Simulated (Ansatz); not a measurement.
Geometry optimisation, RKS PBE-D4/def2-SVP in Ansatz.

The input (input.yaml):

```yaml
crystal:
  periodic: [false, false, false]
  atoms:
    - { symbol: Al, position_ang: [-0.01482, -0.413828, -4.2e-05] }
    - { symbol: O, position_ang: [-0.213626, -0.34289, 1.7537] }
    - { symbol: H, position_ang: [-1.098531, -0.46923, 2.135749] }
    - { symbol: H, position_ang: [1.49477, -0.521447, -0.492035] }
    - { symbol: H, position_ang: [-1.313479, -0.572241, -0.921983] }
    - { symbol: "N", position_ang: [0.144724, 2.533792, 0.943375] }
    - { symbol: H, position_ang: [1.037601, 3.033252, 1.062097] }
    - { symbol: H, position_ang: [-0.609857, 3.225484, 1.053516] }
    - { symbol: H, position_ang: [0.070619, 1.852608, 1.734923] }
basis:
  gaussian: { orbitals: def2-SVP }
hamiltonian:
  xc: pbe
  dispersion: d4
relax:
  f_tol: 0.03
  max_steps: 50
```

Launched with:

```bash
$ ansatz run input.yaml --threads 1 --pin off --max-ram 2048MiB --backend cpu --events-out ev --progress --plain --runs-dir out
```

**Question.** Where does it end, and by what steps?

**Answer.** The run converged. The force dipped under the threshold on the way, but the program's further checks kept it going. After 17 steps the energy has fallen by 0.879 eV; H5 moved furthest, 0.83 Å. Joined: Al1–N6 (3.10 → 2.06 Å).

```csv
step,energy less start (eV),largest force component (eV/Å),accepted
0,0.0000,0.780,yes
1,-0.1793,0.648,yes
2,-0.4363,0.857,yes
3,-0.6763,0.703,yes
4,-0.7805,1.269,yes
5,-0.8186,1.053,yes
6,-0.7888,0.758,no
7,-0.8566,0.306,yes
8,-0.8649,0.190,yes
9,-0.8554,0.413,no
10,-0.8694,0.077,yes
11,-0.8736,0.071,yes
12,-0.8777,0.028,yes
13,-0.8350,1.765,no
14,-0.8780,0.018,yes
15,-0.8783,0.111,yes
16,-0.8786,0.033,yes
17,-0.8786,0.017,yes
```

```xyz
9
Properties=species:S:1:pos:R:3
Al -0.075 0.170 0.256
O -0.478 -0.229 1.931
H -0.704 -1.126 2.219
H 1.403 -0.218 -0.268
H -1.291 0.246 -0.806
N 0.145 2.132 0.857
H 1.091 2.525 0.767
H -0.523 2.800 0.451
H -0.071 2.025 1.863
```

Time of the run: 39 s on 1 thread of Arm Neoverse V2, on a shared host, peak memory 0.14 GiB.
